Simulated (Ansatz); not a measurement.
**Ba3Mo: from a trial structure to a relaxed crystal**

Computed with DFT PBE, scalar-relativistic, plane waves, PAW (Ansatz 0.2.0). Cutoff 420 eV, Γ-centred k mesh, Gaussian smearing, no spin polarisation in the final step.

Ba3Mo was placed on the sites of a reported Cu3Pd cell (P4/mmm, No. 123), with Mo in place of Pd, Ba in place of Cu, at a guessed volume.

```yaml
crystal:
  lattice:
    - [4.97798, 0.00000, 0.00000]
    - [0.00000, 4.97798, 0.00000]
    - [0.00000, 0.00000, 4.92681]
  atoms:
    - { symbol: Ba, position: [0.00000, 0.50000, 0.50000] }
    - { symbol: Ba, position: [0.50000, 0.00000, 0.50000] }
    - { symbol: Ba, position: [0.50000, 0.50000, 0.00000] }
    - { symbol: Mo, position: [0.00000, 0.00000, 0.00000] }
```

Cell and atoms relax at zero pressure; the relaxation can't lower the symmetry of the start. After a coarse first stage the cell is made exact in the group found at 0.06 Å.

The zero of energy is the elements' standard structures at the same level; no fitted shifts are applied.

(1) Describe the relaxed structure.

(2) What are its volume, energy, density and gap?

Results:

(1) It ends in Pm-3m (No. 221). The result has the Cu3Au (L1_2) structure. Conventional cell: a = 5.326 Å. Ba has 4 Mo at 3.77 Å and 8 Ba at 3.77 Å; around Mo lie 12 Ba at 3.77 Å.

```
Ba Mo
1.0
     5.32637    0.00000    0.00000
     0.00000    5.32637    0.00000
     0.00000    0.00000    5.32637
Ba Mo
3 1
Direct
  0.00000 0.50000 0.50000
  0.50000 0.00000 0.50000
  0.50000 0.50000 0.00000
  0.00000 0.00000 0.00000
```

(2) The volume per atom is 37.78 Å³ and the density is 5.58 g/cm³. The energy over the elements is 1.06 eV/atom. The gap on the 10×10×10 mesh is 0 eV (a metal).

The final run used a 10×10×10 mesh on its 4-atom cell and 0.10 eV smearing. For metals, differences of a few meV/atom aren't resolved. A structure relaxed within its symmetry needn't be a true minimum.

Cost: 3 runs of about 1 core-minutes in all, on Arm Neoverse V2 (shared hosts).